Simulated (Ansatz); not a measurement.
Abridged output of a molecular run in Ansatz:

```
Functional definition: HF
1828 factors; integrals over basis functions are off by at most 5.8e-4 eV
mean field evaluation 1: about -45394.6498 eV, gradient 1.9e1 eV
mean field evaluation 2: about -45394.8176 eV, gradient 2.0e1 eV
mean field evaluation 4: about -45396.0155 eV, gradient 2.2e0 eV
mean field evaluation 8: about -45396.0418 eV, gradient 1.4e-1 eV
mean field -45396.04196312 eV, -1668.2737716023 hartree, gradient 3.2e-6 eV, S^2 0.000000; 0 other end points of the search recorded, 0 dependent functions left out
20 core orbitals not correlated: weight in the atoms' cores, before any rotation towards them, 1.000 or more for the frozen orbitals, at most 0.000 for the correlated occupied ones
reference -45396.04196312 eV, -1668.2737716023 hartree; 13, 13 occupied and 277, 277 virtual orbitals, 1828 factors
second order -20.44011172 eV of doubles, -0.00000000 eV of singles
cycle   1  -21.25759749 eV  change   -8.2e-1 eV  update   8.2e-2
cycle   2  -21.67409944 eV  change   -4.2e-1 eV  update   2.3e-2
cycle   3  -21.75124827 eV  change   -7.7e-2 eV  update   1.0e-2
cycle   4  -21.74219863 eV  change    9.0e-3 eV  update   2.1e-3
cycle   5  -21.74148116 eV  change    7.2e-4 eV  update   8.4e-4
cycle   6  -21.74134590 eV  change    1.4e-4 eV  update   2.3e-4
cycle   7  -21.74125050 eV  change    9.5e-5 eV  update   8.3e-5
cycle   8  -21.74127999 eV  change   -2.9e-5 eV  update   2.2e-5
perturbative correction -1.03213858 eV, -0.0379303933 hartree
Total energy: -45418.81538170 eV, -1669.1106792986 hartree
```

Its atoms:

Z-matrix (Å, degrees):
```
Si
Cl 1 2.030
Cl 1 2.030 2 109.5
Cl 1 2.030 2 109.5 3 -120.1
H 1 1.469 2 109.4 3 120.0
```

Problem. Which basis set was used?
A. def2-QZVPP
B. def2-TZVPPD
C. cc-pV(D+d)Z
D. def2-SVP

Solution. A. It gives 310 functions.

Problem. Write the keys of the input that set method, charge and spin (a neutral closed shell needs none for the last two).

Solution. 
```yaml
correlation: {method: ccsd_t}
```
